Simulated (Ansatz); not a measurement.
Worked example: the barrier

An elementary step of SiNH7O, closed shell (SiNH₅O ([NH2][SiH2][OH]) + H₂ → SiNH₅ ([NH2][SiH3]) + H₂O; bonds formed: Si1–H7, O2–H6; bonds broken: Si1–O2, H6–H7). “Start” is the structure reached by relaxing down from the saddle towards the reactants; PBE0-D4/def2-TZVP structures. The saddle:

```
10
angstrom
Si -0.1772 -0.5577 0.1321
O 1.4528 0.3882 -0.0916
H 0.3072 -1.7802 -0.5476
H -1.3127 -0.9488 1.0246
N -1.0313 0.6430 -0.7599
H 1.3769 -0.1079 0.9981
H 0.7678 -0.7015 1.6085
H 1.3276 1.3434 -0.0372
H -0.6740 1.0807 -1.5931
H -2.0371 0.6409 -0.7338
```

Program: Ansatz 0.2.0. Basis: def2-TZVPP and def2-QZVPP. Cores are frozen in the correlated methods.

Energies in eV:

| quantity | saddle | start |
| --- | --- | --- |
| Hartree–Fock, triple zeta (X = 3) | -11492.19116 | -11495.29376 |
| Hartree–Fock, quadruple zeta (X = 4) | -11492.63648 | -11495.75354 |
| MP2 correlation, X = 3 | -17.51243 | -16.84052 |
| MP2 correlation, X = 4 | -18.79865 | -18.12240 |
| CCSD(T) correlation, X = 3 | -18.97973 | -18.31710 |

**Question.** Work out the barrier at the basis limit: extrapolate Hartree–Fock as E(X) = E∞ + A exp(−7.88 √X) and the MP2 correlation as E(X) = E∞ + B X^−2.97 (the exponents that Neese and Valeev fitted for def2-TZVPP and QZVPP), then add CCSD(T) − MP2 in triple zeta.

**Answer.** Each step is linear, so take the differences first (saddle − start): Hartree–Fock 3.10260 (X = 3) and 3.11706 (X = 4); MP2 correlation -0.67191 and -0.67625; CCSD(T) correlation -0.66263.
Two points give E∞ = E(4) + w [E(4) − E(3)], with w = 1/(exp(7.88 (2 − √3)) − 1) = 0.1377 for Hartree–Fock and w = 1/((4/3)^2.97 − 1) = 0.7407 for the correlation.
Hartree–Fock: 3.11706 + 0.1377 × 0.01446 = 3.1191 eV.
MP2 correlation: -0.67625 + 0.7407 × (-0.00434) = -0.6795 eV.
CCSD(T) − MP2: -0.66263 − (-0.67191) = 0.0093 eV.
Sum: 3.1191 + (-0.6795) + 0.0093 = 2.4489 eV, or 56.47 kcal/mol. Plain CCSD(T) in triple zeta gives 2.4400 eV, so the larger basis shifts the result by 0.0089 eV.

No T1 diagnostic of these runs exceeds 0.012.

Labels in which every atom is bracketed show which atoms are joined, not bond orders.

For scale, one of the runs: CCSD(T)/def2-TZVPP, 202 basis functions, launched by `ansatz run in.yaml --threads 2 --pin off --events-out ev --progress --plain --max-ram 4352MiB`. The run took 100 s on 2 CPU threads of an Arm Neoverse N1 (shared host), with 2.5 GiB of host memory at its peak.
